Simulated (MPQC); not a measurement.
# BSiH2F (SMILES B[Si]F) at ROSVWN-RPA/aug-cc-pVDZ

Aim: the energy change on altering one bond length of BSiH2F at ROSVWN-RPA/aug-cc-pVDZ, from 2 runs. 

Program for the calculation: MPQC 2.3.1.

2 further runs of the same task are left out: 1 that didn't finish, 1 set aside as unsound or not needed.

## Step 1: The structure to begin with

BSiH2F has 5 atoms, charge 0, and is taken as a triplet. SMILES: `B[Si]F`. The coordinates come from a GFN2-xTB relaxation.

Bond lengths: B1–Si2 1.877 Å, Si2–F3 1.654 Å, B1–H4 1.171 Å, B1–H5 1.174 Å. Angles: B1–Si2–F3 118.5°, Si2–B1–H4 120.0°, Si2–B1–H5 119.8°, H4–B1–H5 120.2°.

## Step 2: A single-point energy at ROSVWN-RPA/aug-cc-pVDZ

input.in reads:

```
% BFH2Si
molecule<Molecule>: (
  symmetry = c1
  unit = angstrom
  { atoms geometry } = {
    B  [ 0.234950 0.685700 -0.124130 ]
    Si [ -0.890020 -0.807470 -0.293660 ]
    F  [ -0.519870 -2.176130 0.558950 ]
    H  [ -0.000350 1.667090 -0.717680 ]
    H  [ 1.175290 0.630810 0.576520 ]
  }
)
basis<GaussianBasisSet>: (
  name = "aug-cc-pVDZ"
  molecule = $:molecule
)
mpqc: (
  checkpoint = no
  savestate = no
  restart = no
  do_energy = yes
  do_gradient = no
  optimize = no
  mole<HSOSKS>: (
    molecule = $:molecule
    basis = $:basis
    total_charge = 0
    multiplicity = 3
    memory = 1000000000
    print_evals = yes
    print_npa = yes
    maxiter = 80
    functional<StdDenFunctional>: ( name = "SVWN1RPA" )
    integrator<RadialAngularIntegrator>: ( grid = coarse )
    guess_wavefunction<HSOSHF>: (
      molecule = $:molecule
      total_charge = 0
      multiplicity = 3
      memory = 1000000000
      value_accuracy = 1e-3
      basis<GaussianBasisSet>: (
        name = "MINI (Huzinaga)"
        molecule = $:molecule
      )
    )
  )
)
```

The run is started by

```
$ mpqc input.in > input.out
```

Standard output:

```text
MPQC: Massively Parallel Quantum Chemistry
[...]
  Integrated electron density error = -0.001573269481
  iter     1 energy = -413.4850322320 delta = 9.28439e-02
  Integrated electron density error = 0.000442976709
  iter     2 energy = -413.7166252220 delta = 6.00301e-02
[...]
  Integrated electron density error = 0.000401281976
  iter    10 energy = -413.8392462531 delta = 3.47542e-05
  Integrated electron density error = 0.000401166245
  iter    11 energy = -413.8392462845 delta = 1.62026e-05
  Integrated electron density error = 0.000401237076
  iter    12 energy = -413.8392463643 delta = 5.61407e-06
  Integrated electron density error = 0.000401256290
  iter    13 energy = -413.8392463723 delta = 2.69058e-06
[...]
  LUMO is    17   A =  -0.082642
  total scf energy = -413.8392463723
Value of the MolecularEnergy: -413.8392463723
[...]
        symmetry = c1
[...]
        nbasis = 91
[...]
```

It took 64 s on 1 thread of Intel Xeon at 2.50GHz (Skylake/Cascade Lake), shared host; peak memory 0.55 GiB.

## Step 3: The distorted shape at the same level

input.in reads:

```
% BFH2Si
molecule<Molecule>: (
    symmetry = c1
    unit = angstrom
    { atoms geometry } = {
        B  [ 0.347439 0.835007 -0.107178 ]
        Si [ -0.890020 -0.807470 -0.293660 ]
        F  [ -0.519870 -2.176130 0.558950 ]
        H  [ 0.112139 1.816397 -0.700728 ]
        H  [ 1.287779 0.780117 0.593472 ]
    }
)
basis<GaussianBasisSet>: (
    name = "aug-cc-pVDZ"
    molecule = $:molecule
)
mpqc: (
    checkpoint = no
    savestate = no
    restart = no
    do_energy = yes
    do_gradient = no
    optimize = no
    mole<HSOSKS>: (
        molecule = $:molecule
        basis = $:basis
        total_charge = 0
        multiplicity = 3
        memory = 1000000000
        print_evals = yes
        print_npa = yes
        maxiter = 80
        functional<StdDenFunctional>: ( name = "SVWN1RPA" )
        integrator<RadialAngularIntegrator>: ( grid = coarse )
        guess_wavefunction<HSOSHF>: (
            molecule = $:molecule
            total_charge = 0
            multiplicity = 3
            memory = 1000000000
            value_accuracy = 1e-3
            basis<GaussianBasisSet>: (
                name = "MINI (Huzinaga)"
                molecule = $:molecule
            )
        )
    )
)
```

The run is started by

```
$ mpqc input.in > input.out
```

Standard output:

```text
MPQC: Massively Parallel Quantum Chemistry
[...]
  Integrated electron density error = -0.001281245295
  iter     1 energy = -413.4927989036 delta = 9.19460e-02
  Integrated electron density error = 0.000360525099
  iter     2 energy = -413.7169466940 delta = 5.55245e-02
[...]
  Integrated electron density error = 0.000310879374
  iter    12 energy = -413.8361979388 delta = 5.72092e-06
  Integrated electron density error = 0.000310865495
  iter    13 energy = -413.8361979668 delta = 3.25999e-06
  Integrated electron density error = 0.000310840423
  iter    14 energy = -413.8361979790 delta = 2.30911e-06
  Integrated electron density error = 0.000310830514
  iter    15 energy = -413.8361979824 delta = 1.60916e-06
[...]
  LUMO is    17   A =  -0.095421
  total scf energy = -413.8361979824
Value of the MolecularEnergy: -413.8361979824
[...]
        symmetry = c1
[...]
        nbasis = 91
[...]
```

It took 76 s on 1 thread of Intel Xeon at 2.50GHz (Skylake/Cascade Lake), shared host; peak memory 0.55 GiB.

## Step 4: Summary of results

At ROSVWN-RPA/aug-cc-pVDZ:

| quantity | value |
| --- | --- |
| first shape: total energy | -413.83925 Eh |
| distorted shape: total energy | -413.83620 Eh |
| energy change with the B1–Si2 bond stretched from 1.877 to 2.065 Å | 0.083 eV |

With the B1–Si2 bond stretched from 1.877 to 2.065 Å the energy rises by 0.08 eV (8.0 kJ/mol). The first shape isn't relaxed at this level, so the change isn't measured from a minimum.
